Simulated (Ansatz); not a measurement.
The input, for Ansatz 0.2.0:

```yaml
crystal:
  periodic: [false, false, false]
  atoms:
    - {symbol: B, position_ang: [0.000000, 0.050359, 0.739783]}
    - {symbol: C, position_ang: [0.000000, -0.101482, -0.748988]}
    - {symbol: H, position_ang: [0.000000, 1.148901, 1.227395]}
    - {symbol: H, position_ang: [0.000000, -0.908685, 1.455152]}
    - {symbol: H, position_ang: [0.000000, 0.428910, -1.692336]}
basis:
  gaussian: {orbitals: cc-pVDZ, fitting: {mean_field: def2-universal-jkfit}}
magnetization: {spin_polarized: true, initial_magnetization: 4}
hamiltonian: {xc: hf, pseudopotentials: {relativity: scalar}}
accuracy: high
output: {orbitals: {seedname: orbitals}}
```

```sh
$ ansatz run in.yaml --threads 1 --pin off --events-out ev --progress --plain --max-ram 2393MiB
```

Output:

```
204 factors; integrals over basis functions are off by at most 2.6e-1 eV
mean field evaluation 1: about -1738.9805 eV, gradient 1.1e1 eV
mean field evaluation 2: about -1740.1754 eV, gradient 4.1e0 eV
mean field evaluation 4: about -1740.5671 eV, gradient 1.1e0 eV
mean field evaluation 8: about -1740.6543 eV, gradient 8.5e-2 eV
mean field evaluation 16: about -1740.4050 eV, gradient 1.2e0 eV
mean field evaluation 32: about -1740.5627 eV, gradient 1.3e-1 eV
mean field evaluation 64: about -1740.5270 eV, gradient 3.4e-1 eV
mean field -1740.65454501 eV, -63.9678746713 hartree, gradient 1.2e-8 eV, S^2 6.023471; 1 other end points of the search recorded, 0 dependent functions left out
reference -1740.65454501 eV, -63.9678746713 hartree; 9, 5 occupied and 34, 38 virtual orbitals, 204 factors
Total energy: -1740.65454501 eV, -63.9678746713 hartree
Relativity: scalar
```

Ran on 1 thread of Arm Neoverse V1, shared host: 0.37 s wall, 0.16 GiB peak host memory.
